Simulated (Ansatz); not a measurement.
A made-up structure of C3H5 (charge -1), closed shell:

C1  (-0.879, -0.173, -1.348)
C2  (-0.293, 0.372, -0.271)
C3  (0.584, -0.403, 0.682)
H4  (-1.468, 0.603, -1.882)
H5  (-0.405, -1.121, -1.373)
H6  (1.607, 0.004, 0.742)
H7  (0.647, -1.441, 0.339)
H8  (0.194, -0.402, 1.713)
(Å)

It is relaxed with PBE-D4/def2-SVPD and then PBE0-D4/def2-TZVPD (Ansatz 0.2.0). Atoms count as bonded within 1.22 times the sum of their covalent radii (H–H: 0.88 Å). The end point is not checked to be a true minimum.

Task: Does its bonding change? (Judge from chemistry; the calculation decides.)

Result: By the calculation: No: no bond forms or breaks.

Where it ends: The first stage lowers the energy by 0.96 eV in 8 steps. It ends as C₃H₅ ([CH2][C][CH3]), total charge -1:
C1  (-0.792, -0.089, -1.249)
C2  (-0.270, 0.507, -0.169)
C3  (0.591, -0.386, 0.684)
H4  (-1.437, 0.428, -1.964)
H5  (-0.605, -1.161, -1.500)
H6  (1.609, 0.019, 0.779)
H7  (0.684, -1.437, 0.305)
H8  (0.207, -0.441, 1.713)
(Å)

Labels in which every atom is bracketed show which atoms are joined, not bond orders.

For scale, one of the runs: PBE0-D4/def2-TZVPD relaxation, 156 basis functions, launched by `ansatz run in.yaml --threads 2 --pin off --events-out ev --progress --plain --max-ram 4352MiB`. The run took about 9 s on 2 CPU threads of an Intel Xeon 6975P-C (shared host).
